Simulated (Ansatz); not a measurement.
## Molecular dynamics, step by step

N2H2S (SMILES S.N#N), closed shell, PBE0-D4/def2-SVP (Ansatz 0.2.0). Settings (timestep in fs, temperature in K, friction in 1/fs; T counts 15 degrees of freedom, while the starting velocities carry no drift of the centre of mass, so T starts below the set value):

```yaml
hamiltonian: {xc: pbe0, dispersion: d4}
md: {n_steps: 60, timestep: 0.5, temperature: 700, ensemble: nvt_langevin, seed: 508, friction: 0.05, initial_velocities: maxwell_boltzmann}
```

Start (the SMILES describes the start alone):

```xyz
5
angstrom
S 0.5228 -0.2896 -1.7881
H 0.1044 0.6565 -0.9343
H -0.7136 -0.7918 -1.9230
N 0.1643 -0.1025 2.7504
N -0.0778 0.5272 1.8950
```

```
step  time (fs)  potential energy less the start (meV)  kinetic energy (meV)  T (K)
   0       0.00                                    0.0                 361.9    560
   4       2.00                                   35.0                 232.3    359
   8       4.00                                   79.6                 231.1    358
  12       6.00                                   76.6                 187.5    290
  16       8.00                                   59.0                 255.1    395
  20      10.00                                   50.6                 285.9    442
  24      12.00                                   23.4                 291.1    450
  28      14.00                                  106.7                 342.1    529
  32      16.00                                  229.3                 281.2    435
  36      18.00                                  236.9                 286.3    443
  40      20.00                                  199.0                 335.7    519
  44      22.00                                  149.1                 441.9    684
  48      24.00                                  106.9                 443.0    685
  52      26.00                                   40.0                 531.1    822
  56      28.00                                  107.7                 536.8    831
  60      30.00                                  192.9                 619.0    958
```

Step 20, positions (Å) and forces (eV/Å):

```csv
atom,x,y,z,Fx,Fy,Fz
S1,0.544,-0.323,-1.815,1.477,-0.364,-0.359
H2,0.280,0.753,-1.103,-0.081,0.783,0.524
H3,-0.722,-0.614,-1.878,-1.400,-0.417,-0.130
N4,0.147,-0.090,2.798,0.231,-0.728,1.091
N5,-0.040,0.501,1.902,-0.227,0.727,-1.127
```

Step 24, positions (Å) and forces (eV/Å):

```csv
atom,x,y,z,Fx,Fy,Fz
S1,0.541,-0.329,-1.817,1.092,0.347,0.174
H2,0.356,0.813,-1.098,-0.178,-0.338,-0.184
H3,-0.737,-0.627,-1.932,-0.919,-0.010,0.044
N4,0.137,-0.092,2.817,-0.072,0.251,-0.404
N5,-0.032,0.499,1.903,0.076,-0.251,0.370
```

Step 36, positions (Å) and forces (eV/Å):

```tsv
atom	x	y	z	Fx	Fy	Fz
S1	0.523	-0.331	-1.822	-0.003	-0.039	-0.004
H2	0.580	0.835	-1.056	-0.939	-0.973	-0.570
H3	-0.823	-0.684	-1.972	0.935	1.013	0.607
N4	0.106	-0.091	2.853	-0.069	0.395	-0.609
N5	0.003	0.517	1.940	0.076	-0.395	0.576
```

Last step (60):

| atom | x (Å) | y (Å) | z (Å) |
| --- | --- | --- | --- |
| S1 | 0.5004 | -0.3664 | -1.8378 |
| H2 | 0.4074 | 0.9162 | -1.2212 |
| H3 | -0.8956 | -0.4629 | -1.5481 |
| N4 | 0.0524 | -0.1405 | 2.8578 |
| N5 | 0.1025 | 0.5803 | 2.0492 |

The run took about 30 s on 2 CPU threads of an Arm Neoverse V1 (shared host).
